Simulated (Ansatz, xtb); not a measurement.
# Isomers of CH7NSi+ in order of energy

5 gas-phase structures of CH7NSi+, found in a search over its isomers (lower ones may exist). Each was relaxed with GFN2-xTB; where two conformers were screened, the lower at r2SCAN-D4/def2-SVP is listed:

A. the doublet with the links of `[CH2][SiH2][NH3+]`
B. the doublet with the links of `C[NH2+][SiH2]`
C. the doublet with the links of `C[SiH][NH3+]`
D. the doublet with the links of `[NH3+]C[SiH2]`
E. the doublet with the links of `[CH2][NH2+][SiH3]`

Estimate their order in r2SCAN-D4/def2-SVP energy at these geometries, lowest first.

Calculated order at r2SCAN-D4/def2-SVP: C (0.0), A (9.4), B (17.6), D (26.3), E (32.0) kcal/mol.

Energies above the lowest of each column, in kcal/mol; the last columns are at PBE0-D3(BJ)/def2-SVP geometries and were run for some of them only (a dash: not run or not comparable):

| structure | GFN2-xTB | HF/STO-3G | r2SCAN-D4/def2-SVP | PBE0-D3(BJ)/def2-SVP | CCSD(T)/def2-SVP + ΔMP2/def2-TZVPP |
| --- | --- | --- | --- | --- | --- |
| C | 2.3 | 0.0 | 0.0 | 0.0 | 0.0 |
| A | 16.0 | 6.8 | 9.4 | 11.8 | 8.7 |
| B | 0.0 | 11.2 | 17.6 | 17.2 | 17.0 |
| D | 24.1 | 34.7 | 26.3 | – | – |
| E | 17.0 | 25.4 | 32.0 | – | – |

CCSD(T)/def2-SVP + ΔMP2/def2-TZVPP puts C lowest of those it was run on; GFN2-xTB picks B. Flexible structures stand in one conformer each, not always the lowest. Frequencies (PBE0-D3(BJ)/def2-SVP) were run for A, B, C alone. The ΔMP2 step shifts differences by up to 3.5 kcal/mol, which makes them less sure. Open shells are spin-unrestricted. ΔMP2 is the change of the MP2 energy from the smaller to the larger basis.

Over these structures GFN2-xTB departs from r2SCAN-D4/def2-SVP by 8.9 kcal/mol on average once a common shift is removed. A GFN2-xTB relaxation took about 0.058 s and the r2SCAN-D4/def2-SVP energy about 1.4 s on a shared host (Ansatz 0.2.0, xtb 6.7.1).
